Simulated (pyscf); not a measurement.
**Routes from formic acid (O=CH–OH) + silane (SiH₄)**

Candidate steps break at most two bonds and form at most two. Each was searched with GFN2-xTB (tblite) first. PySCF, gas phase, ωB97X-D3(BJ)/def2-SVP geometries. Energies: ωB97M-D3(BJ)/def2-TZVP, eV, from the separated reactants, singlet surface; ΔG‡ with ideal gas, 1 atm, RRHO with modes under 100 cm⁻¹ raised to 100, one conformer, R ln 2 for chiral ones without a mode under 150 cm⁻¹.

```json
[
 {"products": "O=CH–O–SiH₃ + H₂", "type": "concerted two-bond exchange (H–O, H–Si broken, O–Si, H–H formed)", "ΔE‡": "1.31", "ΔE": "-0.57", "ΔG‡ 298 K": "1.67", "ΔG‡ 900 K": "2.55", "ν‡ (cm⁻¹)": "1243i"},
 {"products": "HO–CH₂–O–SiH₃", "type": "addition across a multiple bond or ene-type step", "ΔE‡": "1.74", "ΔE": "-1.01", "ΔG‡ 298 K": "2.22", "ΔG‡ 900 K": "3.11", "ν‡ (cm⁻¹)": "965i"},
 {"products": "O=CH–O–SiH₃ + H₂", "type": "four-centre exchange (H–O, H–Si broken, O–Si, H–H formed)", "ΔE‡": "2.02", "ΔE": "-0.57", "ΔG‡ 298 K": "2.32", "ΔG‡ 900 K": "3.08", "ν‡ (cm⁻¹)": "1406i"},
 {"products": "HO–SiH₃ + H₂C=O", "type": "four-centre exchange", "ΔE‡": "2.07", "ΔE": "-0.38", "ΔG‡ 298 K": "2.50", "ΔG‡ 900 K": "3.37", "ν‡ (cm⁻¹)": "717i"},
 {"products": "H₂O + O=CH–SiH₃", "type": "four-centre exchange", "ΔE‡": "3.30", "ΔE": "+0.74", "ΔG‡ 298 K": "3.61", "ΔG‡ 900 K": "4.34", "ν‡ (cm⁻¹)": "1457i"}
]
```

Row 2: On the product side the descent ends in a point that may be a rotor saddle (no frequency run), 0.09 eV over the lowest minimum found and 2.71 eV under the saddle at ωB97X-D3(BJ)/def2-TZVP. Row 4: On the product side the descent ends in a complex (not fully relaxed), 0.24 eV under the separated species and 2.67 eV under the saddle at ωB97X-D3(BJ)/def2-TZVP. Row 5: On the product side the descent ends in a complex (not fully relaxed), 0.23 eV under the separated species and 2.84 eV under the saddle at ωB97X-D3(BJ)/def2-TZVP. 

Plain bond fissions and candidates not yet searched are not listed, and one of them may be faster. Each barrier is that of the saddle found; lower ones may exist.
